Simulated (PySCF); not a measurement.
## Electric field gradients and quadrupole coupling constants

Species: C₄H₁₂NP.
Structure used (PBE0-D3(BJ)/def2-TZVP), in Å, numbered top down from 1:
```
atom  x, y, z in Å
C1    -1.843    0.629    0.231
N2    -0.726   -0.166   -0.241
C3    -1.142   -1.542   -0.440
P4     0.669   -0.046    0.810
C5     1.099    1.715    0.524
C6     1.931   -0.789   -0.296
H7    -2.665    0.552   -0.487
H8    -1.565    1.681    0.301
H9    -2.224    0.307    1.215
H10   -0.329   -2.132   -0.863
H11   -1.972   -1.564   -1.152
H12   -1.479   -2.033    0.489
H13    2.121    1.871    0.879
H14    1.041    1.971   -0.537
H15    0.450    2.378    1.098
H16    1.837   -0.411   -1.317
H17    1.858   -1.877   -0.300
H18    2.916   -0.530    0.099
```

Field gradients from the PBE0/pcSseg-2 density (PySCF, non-relativistic), principal values in atomic units, ordered |Vxx| ≤ |Vyy| ≤ |Vzz|:

| atom | Vxx | Vyy | Vzz |
| --- | --- | --- | --- |
| N2 | 0.4462 | 0.6464 | -1.0926 |

**Question.** Find the asymmetry η = (Vxx − Vyy)/Vzz and the couplings χ = eQV/h (234.96 MHz × Q in barn × V in au), with Q(14N) = 0.02044 b.

**Answer.** 
```json
{"atom": "N2", "environment": "nitrogen bonded to 2 C and P", "nucleus": "14N", "η": "0.18", "χzz (MHz)": "-5.25", "χxx (MHz)": "2.14", "χyy (MHz)": "3.10"}
```

The tensor is traceless: Vxx + Vyy + Vzz = 0.

**Question.** What is Vzz at N2 in SI units (1 au = 9.71736 × 10²¹ V/m²)?

**Answer.** -1.0926 au = -10.617 × 10²¹ V/m².

Were the hydrogens deuterons (Q(2H) = 0.00286 b), χzz would run from 177 kHz (H9 and H12) to 195 kHz (H15 and H17).

Geometry: PBE0-D3(BJ)/def2-TZVP, one conformer, isolated molecule.

These values come from a run that also computed NMR shieldings. Hardware: Intel Xeon at 2.50 GHz, 2 threads, no GPU (shared host). Cost: 2.6 min wall, 4.8 min CPU, 2.6 GiB resident at most.
